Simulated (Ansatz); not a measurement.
A correction line for PBE/cc-pVDZ: atomisation enthalpy at 298 K

The atomisation enthalpy at 298 K in kJ/mol of 6 N-containing molecules: x at PBE/cc-pVDZ, y from tabulated heats of molecules and atoms (Active Thermochemical Tables, CRC Handbook of Chemistry and Physics). Shapes, held fixed at every level: PBE0-D4/def2-TZVP. Flexible molecules stand in one conformer, not always the lowest. Computed values hold a harmonic thermal term (PBE/def2-SVP, PBE0-D4/def2-TZVP) and the atoms' spin-orbit lowering. Programs: Ansatz 0.2.0.

| molecule | x (kJ/mol) | y (kJ/mol) |
| --- | --- | --- |
| CH6N2 (methylhydrazine) | 2890 | 2875 |
| C2H7N (dimethylamine) | 3451 | 3448 |
| C3H5N (isocyanoethane) | 3606 | 3571 |
| C2H8N2 (1,2-dimethylhydrazine) | 4053 | 4030 |
| C4H5N (trans-Crotononitrile) | 4362 | ? |
| C4H4N2 (pyrazine) | 4652 | 4488 |

Fit y = c + s·x to the known rows and predict y for C4H5N.


1. Means of the 5 rows: x = 3730.40, y = 3682.4.
2. Σ(Δx)² = 1753229, Σ(Δx·Δy) = 1612465, so the slope is 1612465/1753229 = 0.91971.
3. Intercept: 3682.4 − (0.91971) × 3730.40 = 251.5. The largest residual of the fit is 51.
4. C4H5N: 251.5 + 0.91971 × 4362 = 4263 kJ/mol.

The tabulated heats give 4296 kJ/mol, so the prediction is off by -33 kJ/mol, within the largest residual. Uncorrected, PBE/cc-pVDZ misses C4H5N by +66 kJ/mol, and the other rows by 48 on average. With references in doubt, neither the misses nor the line can be laid on the level alone. Left out in turn, the other rows are missed by 64 kJ/mol on average, worse than no correction. The tabulated value of C4H5N is in doubt (older tables, estimates, or at odds with other calculations) and kept here.
